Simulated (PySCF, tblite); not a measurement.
# C₄H₇ClF radical: geometry, infrared bands and EPR parameters

What infrared bands and EPR parameters should C₄H₇ClF radical (`[CH2][C@@](F)(Cl)CC`) show?

Computed with tblite 0.8.0 and PySCF 2.14.0, with density-fitted response routines of our own, on a single molecule in the gas phase. Atoms count from 0, in the outputs and in this text.

### Step 1. The starting structure

13 atoms, charge 0, multiplicity 2; geometry from: force field or distance geometry start.

Bonds of the start (Å): C0–C1 1.50, C1–F2 1.38, C1–Cl3 1.78, C1–C4 1.53, C4–C5 1.54, C0–H6 1.12, C0–H7 1.10, C4–H8 1.12, C4–H9 1.09, C5–H10 1.09, C5–H11 1.10, C5–H12 1.11.

### Step 2. Geometry optimisation with GFN2-xTB

What the job is given:

```
{"job": {"kind": "relax", "xc": "GFN2-xTB", "basis": "xTB"}, "charge": 0, "multiplicity": 2}
C      1.365100     0.662200    -0.575900
C      0.801500    -0.668000    -0.171800
F      0.455400    -1.373100    -1.309200
Cl     1.990500    -1.560400     0.807600
C     -0.428300    -0.372800     0.682700
C     -1.402100     0.405800    -0.218700
H      0.853300     1.524100    -0.073000
H      2.457000     0.729600    -0.430900
H     -0.173000     0.275700     1.559800
H     -0.956500    -1.271100     1.013800
H     -1.931100     1.171800     0.357400
H     -0.871100     0.803400    -1.098300
H     -2.164900    -0.326900    -0.561300
```

Command:

```bash
$ OMP_NUM_THREADS=1 python probes_run.py task.json out
```

This one command runs all jobs of the session in turn.

Output:

```text
step      E/eV     max force
  0    -579.94213    2.300
  1    -580.10676    1.352
  2    -580.23129    0.848
  3    -580.28230    0.755
  4    -580.34117    0.633
  5    -580.36559    0.496
  6    -580.38919    0.339
  7    -580.40362    0.315
  8    -580.41989    0.362
  9    -580.43828    0.402
 10    -580.45514    0.302
 11    -580.46794    0.318
 12    -580.47873    0.320
 13    -580.49128    0.276
 14    -580.50430    0.287
 15    -580.51306    0.192
 16    -580.51843    0.191
 17    -580.52386    0.213
 18    -580.53111    0.314
 19    -580.53978    0.362
 20    -580.54813    0.262
 21    -580.55718    0.252
 22    -580.56685    0.265
 23    -580.57915    0.330
 24    -580.59298    0.381
 25    -580.60613    0.317
 26    -580.61774    0.346
 27    -580.61478    1.075
 28    -580.63511    0.284
 29    -580.64178    0.189
 30    -580.64952    0.223
 31    -580.65343    0.181
 32    -580.65749    0.157
 33    -580.66070    0.098
 34    -580.66285    0.106
 35    -580.66428    0.105
 36    -580.66590    0.103
 37    -580.66799    0.102
 38    -580.67077    0.115
 39    -580.67381    0.131
 40    -580.67726    0.164
 41    -580.68119    0.190
 42    -580.68550    0.176
 43    -580.68953    0.182
 44    -580.69283    0.151
 45    -580.69527    0.249
 46    -580.69825    0.227
 47    -580.70165    0.111
 48    -580.70361    0.108
 49    -580.70523    0.110
 50    -580.70765    0.122
 51    -580.71137    0.149
 52    -580.71636    0.131
 53    -580.72091    0.163
 54    -580.72315    0.218
 55    -580.72409    0.272
 56    -580.72780    0.136
 57    -580.72964    0.085
 58    -580.73160    0.109
 59    -580.73289    0.114
 60    -580.73446    0.102
 61    -580.73624    0.104
 62    -580.73781    0.088
 63    -580.73903    0.086
 64    -580.74035    0.096
 65    -580.74199    0.158
 66    -580.74364    0.151
 67    -580.74545    0.169
 68    -580.74726    0.153
 69    -580.74881    0.090
 70    -580.75007    0.071
 71    -580.75085    0.063
 72    -580.75127    0.059
 73    -580.75159    0.050
 74    -580.75190    0.032
 75    -580.75213    0.034
 76    -580.75226    0.032
 77    -580.75235    0.025
 78    -580.75242    0.021
 79    -580.75248    0.015
 80    -580.75252    0.014
 81    -580.75255    0.015
 82    -580.75259    0.018
 83    -580.75264    0.016
 84    -580.75270    0.012
 85    -580.75274    0.011
 86    -580.75277    0.013
 87    -580.75280    0.019
 88    -580.75285    0.025
 89    -580.75292    0.029
 90    -580.75302    0.033
 91    -580.75313    0.032
 92    -580.75322    0.027
 93    -580.75331    0.021
 94    -580.75342    0.021
 95    -580.75354    0.021
 96    -580.75364    0.020
 97    -580.75369    0.018
 98    -580.75373    0.023
 99    -580.75377    0.024
100    -580.75381    0.015
101    -580.75383    0.008
```

It took 0.45 s on 1 thread of Arm Neoverse V2, shared host.

Relaxation path: (not every step is listed)

```tsv
step	energy from step 0 (eV)	largest force (eV/Å)
0	0.0000	2.2995
1	-0.1646	1.3515
2	-0.2892	0.8482
3	-0.3402	0.7547
4	-0.3990	0.6328
5	-0.4235	0.4960
6	-0.4471	0.3386
7	-0.4615	0.3147
8	-0.4778	0.3620
16	-0.5763	0.1913
24	-0.6508	0.3813
32	-0.7154	0.1565
40	-0.7351	0.1635
48	-0.7615	0.1085
56	-0.7857	0.1364
64	-0.7982	0.0965
72	-0.8091	0.0592
80	-0.8104	0.0140
88	-0.8107	0.0248
96	-0.8115	0.0199
97	-0.8116	0.0181
98	-0.8116	0.0232
99	-0.8116	0.0235
100	-0.8117	0.0147
101	-0.8117	0.0085
```

Close pairs (by a distance rule), those that changed most:

```tsv
bond	before (Å)	after (Å)	change (Å)
C1–Cl3	1.780	1.937	+0.157
C0–C1	1.500	1.426	-0.074
C0–H6	1.121	1.071	-0.050
C4–H8	1.120	1.089	-0.031
C0–H7	1.104	1.073	-0.030
C1–F2	1.382	1.357	-0.026
C5–H12	1.112	1.087	-0.025
C5–H11	1.102	1.087	-0.014
```

The next job starts from the end point, and lists it.

### Step 3. Harmonic vibrations with GFN2-xTB

What the job is given:

```
{"job": {"kind": "ir", "xc": "GFN2-xTB", "basis": "xTB"}, "charge": 0, "multiplicity": 2}
C      1.531139     0.596990    -0.511576
C      0.775230    -0.534768    -0.084586
F      0.593210    -1.451718    -1.067833
Cl     1.942936    -1.455277     1.157202
C     -0.515361    -0.297527     0.678262
C     -1.537544     0.403137    -0.214166
H      1.599777     1.456080     0.124961
H      2.181596     0.514167    -1.361001
H     -0.293946     0.307757     1.556664
H     -0.907463    -1.261103     1.005877
H     -2.468865     0.539884     0.327963
H     -1.168160     1.376106    -0.528689
H     -1.736938    -0.193243    -1.100804
```

Output:

```text
mode    cm-1     km/mol
  1      95.3      0.48
  2     172.4      0.71
  3     201.7      0.53
  4     231.1      0.88
  5     272.0      8.97
  6     296.1     11.43
  7     359.1      1.54
  8     378.1      0.79
  9     443.5     10.69
 10     536.3     21.70
 11     661.9     92.68
 12     798.3     30.71
 13     823.8     11.82
 14     900.5     19.67
 15    1018.0     29.84
 16    1049.2     18.73
 17    1091.5      8.05
 18    1183.7     46.44
 19    1223.4      4.09
 20    1285.8     13.50
 21    1311.4      7.34
 22    1374.4     20.41
 23    1408.9      3.04
 24    1461.1      1.47
 25    1488.7      5.61
 26    1497.4      5.67
 27    3003.0      7.51
 28    3010.8     16.24
 29    3044.4     24.70
 30    3051.4     19.25
 31    3054.0     18.37
 32    3141.5      3.47
 33    3196.4      1.74
```

Wall time 0.27 s (1 thread of Arm Neoverse V2, shared host).

Which atoms move in the most intense modes:

```tsv
cm⁻¹	km/mol	atoms
536	21.7	C1 55 %, H6 11 %
662	92.7	H7 31 %, C0 29 %, H6 25 %
798	30.7	C4 24 %, F2 23 %, C0 16 %
900	19.7	H6 29 %, H7 22 %, C0 18 %, F2 17 %
1018	29.8	H10 25 %, H8 21 %, C5 17 %
1184	46.4	C1 45 %, C4 12 %
1374	20.4	H7 33 %, H6 32 %, C0 24 %
3044	24.7	H11 88 %
```

### Step 4. EPR parameters: B3LYP/pcH-1

Same as in step 3 but for these lines:

```diff
@@ -1,2 +1,2 @@
-{"job": {"kind": "ir", "xc": "GFN2-xTB", "basis": "xTB"}, "charge": 0, "multiplicity": 2}
+{"job": {"kind": "epr", "basis": "pcH-1"}, "charge": 0, "multiplicity": 2}
 C      1.531139     0.596990    -0.511576
```

Level: UKS B3LYP, pcH-1 on C Cl F H, non-relativistic, mean-field spin-orbit, GIAO.

Output:

```text
UKS, coarse grid
  cycle   1  E = -716.56509739  |g| = 4.61e-01
  cycle   2  E = -716.47554991  |g| = 6.97e-01
  cycle   3  E = -716.64702358  |g| = 7.57e-02
  cycle   4  E = -716.64899437  |g| = 3.87e-02
  cycle   5  E = -716.64972077  |g| = 7.04e-03
  cycle   6  E = -716.64974981  |g| = 3.79e-03
  cycle   7  E = -716.64975615  |g| = 1.24e-03
  cycle   8  E = -716.64975762  |g| = 8.11e-04
UKS, final grid
  cycle   1  E = -716.64982072  |g| = 1.18e-03
  cycle   2  E = -716.64981986  |g| = 1.85e-03
  cycle   3  E = -716.64982131  |g| = 9.16e-05
  cycle   4  E = -716.64982132  |g| = 2.89e-05
E = -716.64982132 Eh   <S^2> = 0.7558 (exact 0.7500)
g shifts (ppm)      1          2          3
  rmc          -182       -182       -182
  gc             20         19         23
  oz_so        -640         91       4664
  total        -801        -71       4506
hyperfine (MHz)  atom isotope    a_iso     a_fc   dipolar eigenvalues
    0   13C      80.16      80.31    -76.53    -75.70    152.23
    1   13C     -20.44     -20.42     -6.24      0.80      5.44
    2   19F       8.90       9.37    -18.73    -10.40     29.13
    3  35Cl      42.39      41.03    -37.98    -35.60     73.57
    4   13C      12.04      12.06     -1.81     -1.57      3.39
    5   13C       5.68       5.66     -1.11     -0.73      1.84
    6    1H     -56.95     -56.95    -35.88     -1.78     37.66
    7    1H     -55.67     -55.67    -35.91     -1.63     37.53
    8    1H      -0.07      -0.07     -2.86     -2.21      5.07
    9    1H       0.28       0.27     -2.03     -1.13      3.16
   10    1H       1.00       1.00     -1.24     -1.02      2.26
   11    1H       3.00       3.00     -4.39     -2.48      6.87
   12    1H       0.01       0.01     -1.89     -1.83      3.72
```

It took 54 s on 1 thread of Arm Neoverse V2, shared host; peak memory 0.9 GiB.

Principal g values 2.00152, 2.00225, 2.00682; g(iso) = 2.00353, against 2.00232 for a free electron.

Hyperfine couplings; where a row names several nuclei, a(iso) is their mean (it holds for fast rotation or exchange) and the dipolar term the largest among them:

```tsv
nuclei	isotope	a(iso) (MHz)	a(iso) (G, at g = 2.0023)	largest dipolar term (MHz)
C0	13C	80.2	28.6	152.2
H6, H7	1H	-56.3	-20.1	37.7
Cl3	35Cl	42.4	15.1	73.6
C1	13C	-20.4	-7.3	-6.2
C4	13C	12.0	4.3	3.4
F2	19F	8.9	3.2	29.1
C5	13C	5.7	2.0	1.8
H10, H11, H12	1H	1.3	0.5	6.9
H9	1H	0.3	0.1	3.2
H8	1H	-0.1	0.0	5.1
```

Mulliken spin populations:

C0 0.95; C1 -0.06; F2 0.00; Cl3 0.18; C4 0.01; C5 0.00; H6 -0.04; H7 -0.04; H8 0.00; H9 0.00; H10 0.00; H11 0.00; H12 0.00

In first order the couplings over 0.8 MHz of 1H, 35Cl, 19F give 96 distinct lines over 90.2 G, if the averaged nuclei exchange fast; the same motion can average rows kept apart here too.

Orbitals, density, ELF and potential are computed afterwards from the orbital file.

ELF in a plane through or near 7 of the atoms.

Ten even steps from '0' (0.00) to '9' (1.00):
```
0000000000000000000000000000
0000000000000000000000000000
0000001133321000000000000000
0000013567752000110000000000
0000257778873007995100000000
0001378554772049997200000000
0002489554641169996100000000
0001478866743457972000000000
0000135545657845152268720000
0000000014725963786799972000
0000003566786325712899983000
0000026762376003754699951000
0000047873376107998633310000
0000037876676108999710000000
0000014543454006999600000000
0000000111222001686200000000
0000000000000000000000000000
0000000000000000000000000000
0000000000000000000000000000
0000000000000000000000000000
```
The map spans 10.3 Å across and 8.8 Å up, centred on the molecule. Atoms in the plane (x, y in Å): C0 (-1.5, -0.8), Cl3 (-2.0, 1.8), C4 (0.5, 0.7), C5 (1.5, -0.4), H9 (0.9, 1.6), H10 (2.5, -0.2), H11 (1.2, -1.4).

On the surface of density 0.002 e/bohr³ the electrostatic potential runs, from the 1st to the 99th percentile, from -1.00 V near Cl3 to 1.30 V near H6.

The spin density lies nearest to C0 58 %; Cl3 17 %; H6, H7 about 8 % each.

### Step 5. Results

| quantity | value |
| --- | --- |
| strongest single infrared mode (GFN2-xTB) | 662 cm⁻¹, 93 km/mol |
| zero-point energy (GFN2-xTB) | 61.6 kcal/mol |
| g(iso) (B3LYP) | 2.00353 |
| ⟨S²⟩ | 0.756 (exact 0.75) |
| largest a(iso) (averaged by class) | 13C on C0, 80.2 MHz |
| potential on the surface of density 0.002 e/bohr³, 1st and 99th percentile | -1.00 V and 1.30 V |

Over 101 steps the energy fell by 0.812 eV; of the close pairs, C1–Cl3 changed most, 1.780 to 1.937 Å. No mode is imaginary among the 33: a minimum at this level. The strongest single mode, at 662 cm⁻¹, has its largest shares on H7, C0 and H6 (the list is cut at 3 atoms). Unscaled tight-binding wavenumbers are off by several per cent, some by more. Its intensities can rank the bands wrongly. C0 carries the largest spin population, 0.95 e. The isotropic g lies 1.2 ppt above the free-electron value. These values are for one conformer; the search (at its own cheap level) found 2 more, at 0.46, 0.61 kcal/mol, and measured spectra average over such forms.
